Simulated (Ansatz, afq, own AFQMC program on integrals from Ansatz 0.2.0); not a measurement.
Atomization energy of AlSiH₃, singlet

```xyz
5

Si    0.0000   -0.0799    1.3073
Al    0.0000    0.0272   -1.2555
H     0.0000    1.4459    1.3837
H     0.0000    1.3800   -2.1018
H     0.0000   -1.3261   -2.1006
```

Connectivity, by distances: SiH–AlH2.

Atoms in their ground-state spins without spin–orbit coupling (mostly on UHF) minus the molecule (RHF), without zero-point energy. The geometry is a stationary point, not shown to be a minimum.

Basis cc-pVDZ. Only valence electrons are correlated. AFQMC by an in-house program on the Cholesky factors that Ansatz 0.2.0 writes for its CCSD(T) run. The CISD trial takes its coefficients from CCSD amplitudes. Released means that phaseless walkers are propagated on without the constraint, phases kept. Free AFQMC starts from the CCSD state and is never constrained. Its projection time is finite, and what remains of the start isn't in its error. Error bars are statistical, one sigma. The errors of all members are added in quadrature.

No full CI on the walks' own integrals is used here; CCSDT(Q) serves as the reference and is uncertain by about the last step of the cluster series. Each member takes its own surest rung, up to full CI.

The best estimate is CCSD(T) at the basis-set limit (CBS: def2-TZVPP and def2-QZVPP, with their diffuse functions for anions and beside diffuse sets, CCSD(T) itself extrapolated) plus the step from CCSD(T) to CCSDT(Q) in cc-pVDZ. Rows without CBS are in cc-pVDZ; B2PLYP and the wave-function rows carry a basis error of their own. Core correlation and relativity beyond core potentials are missing, and ± holds the sampling alone.

Cautions: AlSiH₃ (singlet): restricted determinant unstable towards unrestricted (UHF 278 meV lower, ⟨S²⟩ 0.71).

Estimate: order these levels by their error in the atomization energy against the best estimate, smallest first.
A. HF
B. HF/CBS
C. CCSD(T)/CBS
D. CCSD(T)

C (0.017 eV), D (1.154 eV), B (3.045 eV), A (3.349 eV).

Best estimate: 11.023 eV.

Best estimates are given only where the step beyond CCSD(T) is under 0.3 eV and no member's determinant is very poor (T1 over 0.05, or 0.07 for open shells, ⟨S²⟩ too high by 0.3, two states mixed), so the hardest cases are missing from such tables.

Each member of a difference takes its own highest rung, so a best estimate needn't equal the limit plus the step of one row. A walk keeps the symmetry of its determinant, which the program's search chose and which needn't be the lowest solution, so a lower state of the same spin and another symmetry isn't excluded.
